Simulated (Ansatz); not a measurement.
Mulliken charges of FNa (`[F][Na]`) from ωB97M-V/def2-TZVPP in Ansatz (PBE0-D4/def2-TZVP geometry).

```csv
atom,x (Å),y (Å),z (Å),charge (e)
F1,-0.804,0.240,-0.422,-0.740
Na2,0.834,-0.300,0.426,0.740
```

By hand: the dipole of these point charges (1 e Å = 4.8032 D).

Σ q r = (1.212, -0.400, 0.628) e Å, of length 1.422 e Å = 6.83 D.

How does the dipole of the full density compare? (Best estimate.)

Ansatz gave: (1.396, -0.461, 0.724) e Å, 7.87 D; the point charges give 0.87 times that, at 0° from its direction.

Point charges leave out the atoms' own dipoles, such as those of lone pairs, and Mulliken's split depends on the basis, so the close match here is no proof of good charges.
